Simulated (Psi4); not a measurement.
**The standard entropy of SiH4 (silane) from a frequency calculation**

A singlet with charge 0, relaxed at PBE0-D4/def2-TZVP (density fitting) (Psi4 1.11):

```xyz
5

Si    0.0436    0.0059    0.0101
H     1.0200   -0.6985    0.8791
H    -1.2751    0.0583    0.6905
H    -0.0944   -0.7287   -1.2730
H     0.5206    1.3860   -0.2584
```

Harmonic wavenumbers in cm⁻¹: 905, 907, 908, 968, 970, 2234, 2243, 2243, 2245.

Masses in u: Si 28.085, H 1.008. Take T = 298.15 K, p = 1 bar, R = 8.3145 J/(mol K), kT/hc = 207.22 cm⁻¹, rigid rotor and harmonic oscillator.

Q: Compute the standard molar entropy.

A: 
1. Translation (Sackur–Tetrode): S = R[3/2 ln M + 5/2 ln T − 1.1517] with M = 32.117 gives 152.1 J/(mol K).
2. Rotation: principal moments 5.919, 5.927, 5.932 u Å² give A, B, C = 2.8479, 2.8441, 2.8419 cm⁻¹; the symmetry number is σ = 12; q = (√π/σ)√((kT/hc)³/ABC) = 92; S = R(ln q + 3/2) = 50.1.
3. Vibration: with u = ν̃/207.22, each mode gives R[u/(eᵘ − 1) − ln(1 − e⁻ᵘ)]; the sum is 2.6, most from 905 cm⁻¹ (0.6), 907 cm⁻¹ (0.6), 908 cm⁻¹ (0.6).
4. Spin: R ln 1 = 0.0.
5. Sum: 152.1 + 50.1 + 2.6 + 0.0 = 204.8 J/(mol K).

No measured value is set beside it here.
